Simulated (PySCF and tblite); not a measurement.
Results of a calculation; reference values are marked as such.
## C2H4Cl2, numbered as in [Cl:1][CH2:2][CH2:3][Cl:4]: conformational analysis

Free energies: PBE0-D3(BJ)/def2-TZVP on PBE0-D3(BJ)/def2-SVP structures plus GFN2-xTB thermal terms, symmetry and mirror images included. Conformers within 4 kcal/mol (GFN2-xTB free energy) were kept, 5 at most. GIAO shieldings: PBE0/pcSseg-1. Shifts are against TMS (¹H), TMS (¹³C) at the same level. Run with PySCF (density fitting) and tblite.

Torsions listed: Cl1–C2–C3–Cl4. Of a mirror pair one member is shown.

| conformer | shape | symmetry | E(GFN2) kcal/mol | E(DFT) kcal/mol | G(298.15 K) kcal/mol | weight % | dipole D |
| --- | --- | --- | --- | --- | --- | --- | --- |
| 1 | 180° | C2h | 0.00 | 0.00 | 0.00 | 80.6 | 0.00 |
| 2 | -66° | C2 (pair) | 1.49 | 1.29 | 0.84 | 19.4 | 2.71 |

Weights (%) against temperature:

```json
{"T (K)": "220", "1": "89.2", "2": "10.8", "S(mix) cal/mol/K": "0.83"}
{"T (K)": "260", "1": "84.7", "2": "15.3", "S(mix) cal/mol/K": "1.06"}
{"T (K)": "298.15", "1": "80.6", "2": "19.4", "S(mix) cal/mol/K": "1.25"}
{"T (K)": "340", "1": "76.6", "2": "23.4", "S(mix) cal/mol/K": "1.40"}
{"T (K)": "380", "1": "73.3", "2": "26.7", "S(mix) cal/mol/K": "1.52"}
```

Averaged shifts at 298.15 K. ¹H: 3.34 (H2/H3, 4H) ppm. ¹³C: 48.4 (C2/C3) ppm.

Coordinates of conformer 1 (Å):

```xyz
8

Cl   -1.979    0.858   -0.059
C    -0.661   -0.344   -0.117
C     0.663    0.346    0.111
Cl    1.981   -0.855    0.050
H    -0.687   -0.832   -1.101
H    -0.852   -1.098    0.658
H     0.853    1.101   -0.663
H     0.690    0.832    1.095
```

Coordinates of conformer 2 (Å):

```xyz
8

Cl    1.644    0.956   -0.911
C     0.727   -0.232    0.047
C    -0.762   -0.013   -0.034
Cl   -1.266    1.521    0.716
H     1.077   -0.165    1.086
H     0.970   -1.231   -0.346
H    -1.101   -0.001   -1.079
H    -1.280   -0.826    0.498
```

Shifts are unscaled: against experiment ¹³C can be off by 15 ppm or more and ¹H by 0.8 ppm.

Search and properties took 21 s on 1 thread of Arm Neoverse V1, on a host shared with other jobs (rough), launched as `OMP_NUM_THREADS=1 python ens_run.py task.json out`.
